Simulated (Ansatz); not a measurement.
fcc Pd was calculated with PBEsol in Ansatz (PAW).

A relaxed, unreconstructed slab of the (211) face has 24 atoms, two equal faces of 18.417 Å² each and an energy of -165755.1724 eV. A bulk cell of 6 atoms with the same orientation and in-plane k mesh has -41439.9089 eV. Energies are extrapolated to zero smearing.

Settings: plane-wave cutoff 500 eV, 8×20×1 k mesh (along the axes of the cell as run), Fermi–Dirac smearing 0.1 eV, scalar-relativistic PAW data made under PBE.

Worked out: γ = (E_slab − N E_bulk per atom)/2A = [-165755.1724 − 24 × (-41439.9089/6)]/(2 × 18.417) = 0.1212 eV/Å². With 16.022 J/m² per eV/Å² this is 1.94 J/m², or 2.23 eV per surface cell and face.

Ansatz is a first-principles code.
